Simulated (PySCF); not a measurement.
SiH₂, SMILES [SiH2] (connectivity only; charge and spin as stated), neutral, multiplicity 1. Heavy atoms are numbered as in [SiH2:1]. Hydrogens are named by the atom that carries them.

Geometry: PBE-D3(BJ)/def2-TZVPD. The isomer is the one that the SMILES or the coordinates give; other isomers of the formula were not compared.

Computed with PBE0/pcSseg-2 in PySCF.

GIAO shieldings, no solvent; atoms alike by connectivity are averaged. δ = σ(ref) − σ: ²⁹Si against TMS (σ = 341.9 ppm); ¹H against TMS (σ = 31.54 ppm), references at their B3LYP-D3(BJ)/def2-TZVP geometries, non-relativistic.

```tsv
nucleus	atoms	count	δ (ppm)
²⁹Si	Si1 (SiH2)	1	832.5
¹H	H on Si1	2	14.89
```
